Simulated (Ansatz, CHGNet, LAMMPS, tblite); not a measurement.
Ladder of methods for the equilibrium lattice constant a of zinc-blende CdTe

Reference value: 6.48 Å (measured, room temperature, not corrected to a static lattice; as tabulated in Lucero et al. (2012), arXiv:1111.4515).

| level (code) | value (Å) |
|---|---|
| BOP CdTe.bop.table (LAMMPS) | 6.829 |
| IPEA1-xTB (tblite) | 6.464 |
| CHGNet 0.3.0 | 6.635 |
| LDA (Ansatz) | 6.409 |
| PBE (Ansatz) | 6.618 |
| PBE-D3(BJ) (Ansatz) | ? |
| r²SCAN (Ansatz) | ? |
| r²SCANh (Ansatz) | ? |
| Hartree–Fock (Ansatz) | 6.752 |

Problem. What belongs in the gaps?

Solution. 
- PBE-D3(BJ) (Ansatz, an electronic-structure program), value (Å): 6.516
- r²SCAN (Ansatz), value (Å): 6.558
- r²SCANh (Ansatz), value (Å): 6.545

Differences against the reference: BOP CdTe.bop.table +5.39 %, IPEA1-xTB -0.25 %, CHGNet 0.3.0 +2.39 %, LDA -1.10 %, PBE +2.13 %, PBE-D3(BJ) +0.56 %, r²SCAN +1.20 %, r²SCANh +1.00 %, Hartree–Fock +4.20 %.

Leaving aside IPEA1-xTB (doubt noted below): The reference is not for a static lattice or low temperature, so close values are not ranked against it. Off by more than 1.25 %, or 1.75 % on the side where a correction would as a rule narrow the miss (bounds picked here): BOP CdTe.bop.table (+5.39 %), Hartree–Fock (+4.20 %), CHGNet 0.3.0 (+2.39 %), PBE (+2.13 %).

The measured value isn't corrected to a static lattice, so vibrations enter the comparison. A static lattice is as a rule a little smaller than the measured one.  IPEA1-xTB: this parameter set was refitted to ionisation energies, not structures. IPEA1-xTB: the run uses a supercell at the zone centre in place of a k mesh. Hartree–Fock: the cell is over a tenth larger than the published one: the level's own overestimate first of all, though another phase or state, or a fault of the published cell, is possible. Cutoffs and k meshes differ between the levels. Ansatz's density-functional and Hartree–Fock values are scalar-relativistic unless marked +SOC, with PAW data made under PBE.

Empirical potentials (BOP CdTe.bop.table) are fitted to chosen data: where that held the value shown, agreement is built in, and what lay outside the fit can be far off. Machine-learned potentials (CHGNet 0.3.0) are trained on DFT data: a solid inside that data is no test of them.

Differences are worked out from the printed values.
